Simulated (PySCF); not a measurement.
# HCl: relaxation and vibrations of the singlet

Where does singlet HCl go from a linear start, is the end point a minimum, and what are its modes, charges and moments?

Computed with PySCF 2.14.0. Level: B3LYP, basis H def2-TZVP, Cl def2-TZVP, no relativity, density fitting.

## (1) The system as given

2 atoms, charge 0, spin multiplicity 1.

Bond lengths: H1–Cl2 1.376 Å.

Coordinates in bohr (charge 0 multiplicity 1):
```
H     0.0000    0.0000    0.0000
Cl    0.0000    0.0000    2.6003
```

## (2) The SCF at the typed geometry

One driver script runs all steps and calls PySCF; scf.py shows how it sets up the SCF of each step. The optimiser is the driver's own. After this first run the driver tries any further starts and a stability analysis.

scf.py

```python
from pyscf import gto, scf, dft
mol = gto.M(atom='''
H      0.000000     0.000000     0.000000
Cl     0.000000     0.000000     1.376000''',
    basis={'H': 'def2-TZVP', 'Cl': 'def2-TZVP'},
    charge=0, spin=0)
mf = dft.RKS(mol, xc='B3LYP')
mf.grids.atom_grid = (50, 194)
aux = {'H': 'def2-universal-JKFIT', 'Cl': 'def2-universal-JKFIT'}
mf = mf.density_fit(auxbasis=aux)
mf.conv_tol = 1e-08
mf.diis_space = 10
mf.max_cycle = 60
mf.init_guess = 'minao'
mf.verbose = 4
mf.kernel()
```

The run is started by

```sh
$ OMP_NUM_THREADS=2 python axn.py task.json out
```

Further steps of the session: Relaxation: linear start, singlet; Is it a minimum? Harmonic modes.

Before running it: what results should come out? Wanted: minimum; geometry; wavenumbers; dipole moment; highest occupied, lowest empty level; polar-tensor charge of H1; zero-point energy; atomisation energy.

As calculated:

| quantity | value |
| --- | --- |
| minimum | singlet, C∞v |
| geometry | H–Cl 1.282 Å |
| wavenumbers (cm⁻¹) | 2942 (σ+) |
| dipole moment | 1.24 D |
| highest occupied, lowest empty level | -9.11, -0.07 eV |
| polar-tensor charge of H1 | +0.20 e |
| zero-point energy | 17.6 kJ/mol |
| entropy at 298.15 K | 186.7 J/(mol K) |
| atomisation energy (no zero-point energy) | 436 kJ/mol |

**Reading.** The linear start keeps its C∞v symmetry and ends in a minimum. The strongest infrared band lies at 2942 cm⁻¹ (σ+). Only this shape and spin were tried, so other structures or states may lie lower.
